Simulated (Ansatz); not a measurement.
A nudged elastic band was laid between two geometries of ClH3Si (5 atoms, charge 0, multiplicity 1).

Method: Ansatz 0.2.0, RHF/def2-TZVP.

* movable images: 5
* climbing image: yes
* spring: 5.0 eV/Å²
* optimiser: quadratic models (default)
* start path: through a guess of the saddle point
* force threshold: 0.05 eV/Å
* iteration limit: 60
* end points: relaxed

First end point:

```xyz
5
Properties=species:S:1:pos:R:3
Si 0.242 0.001 0.171
H 0.229 0.035 1.638
H 1.620 0.035 -0.330
Cl -0.744 1.667 -0.526
H -0.456 -1.191 -0.322
```

Last end point:

```xyz
5
Properties=species:S:1:pos:R:3
Si -0.408 -0.065 -1.327
H 1.559 -0.164 1.705
H 2.136 -0.005 1.278
Cl -1.362 1.702 -0.771
H -1.034 -0.921 -0.255
```

**Question.** Which bonds break or form, and what moves?

**Answer.** Bonds broken: Si1–H2, Si1–H3. Bonds formed: H2–H3. ClH3Si becomes ClHSi + H2.

**Question.** Give the energies along the band, and the barrier.

**Answer.** It converged. The highest image is number 2 of 0 to 6, 84.0 kcal/mol above the first end and 29.9 kcal/mol above the last; the last end lies 54.1 kcal/mol above the first. Neighbouring images differ by up to 2.4 eV, so the band resolves the path poorly. A vibrational analysis at the climbing image gives one clearly imaginary mode, 1673i cm⁻¹: a first-order saddle point. The orbitals stay closed-shell, which can raise the energy where a bond breaks towards radicals; this wasn't checked here.

```json
{"image": "0", "path coordinate (Å)": "0.00", "energy (kcal/mol)": "0.0", "Si1–H2 (Å)": "1.47", "Si1–H3 (Å)": "1.47", "H2–H3 (Å)": "2.41"}
{"image": "1", "path coordinate (Å)": "0.62", "energy (kcal/mol)": "29.4", "Si1–H2 (Å)": "1.45", "Si1–H3 (Å)": "1.44", "H2–H3 (Å)": "1.76"}
{"image": "2", "path coordinate (Å)": "1.23", "energy (kcal/mol)": "84.0", "Si1–H2 (Å)": "1.65", "Si1–H3 (Å)": "1.51", "H2–H3 (Å)": "1.13"}
{"image": "3", "path coordinate (Å)": "1.79", "energy (kcal/mol)": "59.1", "Si1–H2 (Å)": "2.10", "Si1–H3 (Å)": "1.99", "H2–H3 (Å)": "0.76"}
{"image": "4", "path coordinate (Å)": "2.35", "energy (kcal/mol)": "55.0", "Si1–H2 (Å)": "2.64", "Si1–H3 (Å)": "2.61", "H2–H3 (Å)": "0.74"}
{"image": "5", "path coordinate (Å)": "2.90", "energy (kcal/mol)": "54.2", "Si1–H2 (Å)": "3.13", "Si1–H3 (Å)": "3.15", "H2–H3 (Å)": "0.74"}
{"image": "6", "path coordinate (Å)": "3.46", "energy (kcal/mol)": "54.1", "Si1–H2 (Å)": "3.62", "Si1–H3 (Å)": "3.64", "H2–H3 (Å)": "0.74"}
```

**Question.** What is the geometry of the highest image?

**Answer.** 
```xyz
5
Properties=species:S:1:pos:R:3:forces:R:3
Si 0.255 -0.021 -0.423 0.02 -0.01 0.00
H 0.618 -0.032 1.191 0.01 -0.01 -0.01
H 1.473 0.067 0.457 -0.02 0.01 0.00
Cl -0.867 1.712 -0.476 0.00 0.01 0.00
H -0.587 -1.180 -0.118 0.00 0.00 0.01
```

Time of the run: 46 s on 1 thread of Arm Neoverse V1, on a shared host, peak memory 0.14 GiB.
